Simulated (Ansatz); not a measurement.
S4⁻. Total charge -1; doublet. Geometry PBE-D4/def2-TZVPD, basis def2-TZVPD, Ansatz.

| atom | x (Å) | y (Å) | z (Å) |
| --- | --- | --- | --- |
| S1 | 0.7787 | -1.2413 | -1.2574 |
| S2 | 0.8883 | 0.4480 | 1.6548 |
| S3 | -0.8700 | -0.1671 | -1.1708 |
| S4 | -0.7970 | 0.9604 | 0.7733 |

```
run  HOMO (eV)  LUMO (eV)
  A      -0.48       0.92
  B      -0.98       1.20
  C      -0.04       0.73
  D      -0.58       0.85
```

HSE06 is defined as in plane-wave codes, on full-range PBE exchange. The structure comes from a short search, and lower isomers may exist.

HOMO and LUMO are taken over both spins.

Problem. The runs used HSE06, PBE0, r2SCAN, r2SCANh. Estimate which is which.

Solution. A r2SCANh (10 % exact exchange); B PBE0 (25 % exact exchange); C r2SCAN (0 % exact exchange); D HSE06 (range-separated). Exact exchange lowers occupied and raises empty levels; among semilocal functionals meta-GGAs tend to open the gap a little, and such runs are hard to tell apart. The gap grows from 0.77 eV (r2SCAN) to 2.18 eV (PBE0).
